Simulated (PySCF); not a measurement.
One molecule, one basis, several functionals.

Compound: 1,2-propanediol, C3H8O2.
InChI=1S/C3H8O2/c1-3(5)2-4/h3-5H,2H2,1H3/t3-/m0/s1

Torsions of this conformer, `[CH3:1][C@H:2]([OH:3])[CH2:4][OH:5]`: C1–C2–C4–O5 63°, H–O3–C2–C1 45°, H–O5–C4–C2 48°.

PySCF, def2-SVPD basis, density fitting, gas phase, PBE0-D3(BJ)/def2-SVP geometry; singlet excitations by full TDDFT with frozen cores, triplets by Tamm–Dancoff TDDFT and ionisation energies by ΔSCF, from the lowest of the holes tried. One functional is left out:

```tsv
functional	exact exchange (%)	HOMO energy (eV)	LUMO energy (eV)	lowest singlet excitation (eV)	lowest triplet excitation (eV)	dipole moment (D)	mean polarisability (au)	vertical ionisation energy (eV)
LDA	0	-6.28	-0.55	5.77	5.69	2.577	51.8	10.04
PBE	0	-6.15	-0.45	5.73	5.64	2.485	51.2	9.88
B3LYP	20	-7.55	-0.02	6.67	6.53	2.589	49.2	10.17
BHandHLYP	50	-9.39	0.82	7.74	7.42	2.682	46.9	10.33
```

Task: Predict the row of PBE0 (25 % exact exchange) by straight lines through the other rows, and check it.

Result: 
| property | line | computed | computed − line | B3LYP (20 %), for comparison |
| --- | --- | --- | --- | --- |
| HOMO energy (eV) | -7.82 | -7.78 | +0.04 | -7.55 |
| LUMO energy (eV) | 0.15 | 0.31 | +0.16 | -0.02 |
| lowest singlet excitation (eV) | 6.78 | 6.98 | +0.20 | 6.67 |
| lowest triplet excitation (eV) | 6.59 | 6.80 | +0.21 | 6.53 |
| dipole moment (D) | 2.606 | 2.578 | -0.028 | 2.589 |
| mean polarisability (au) | 49.1 | 48.6 | -0.5 | 49.2 |
| vertical ionisation energy (eV) | 10.16 | 10.20 | +0.04 | 10.17 |
